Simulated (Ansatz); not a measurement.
A calculation with Ansatz (development build ahead of 0.2.0).

```yaml
crystal:
  periodic: [false, false, false]
  atoms:
    - { symbol: C, position_ang: [0.0, 0.0, -0.30534] }
    - { symbol: O, position_ang: [0.0, 1.13197, 0.20657] }
    - { symbol: O, position_ang: [0.0, -1.13197, 0.20657] }
    - { symbol: H, position_ang: [0.0, 0.0, -1.47303] }
basis:
  gaussian: { orbitals: cc-pVDZ }
total_charge: -1
hamiltonian:
  xc: hf
correlation:
  method: mp2
  frozen_orbitals: { C: 1, H: 0, O: 1 }
```

The input is written out in the form of the current development build from the run's settings.

The run gave:

```json
{"Converged": "yes", "Reference energy": "-188.19530 hartree", "Correlation energy": "-0.49903 hartree", "Total energy": "-188.69434 hartree", "Spin squared of the determinant": "0.000"}
```

Caution: no diffuse functions for an anion.
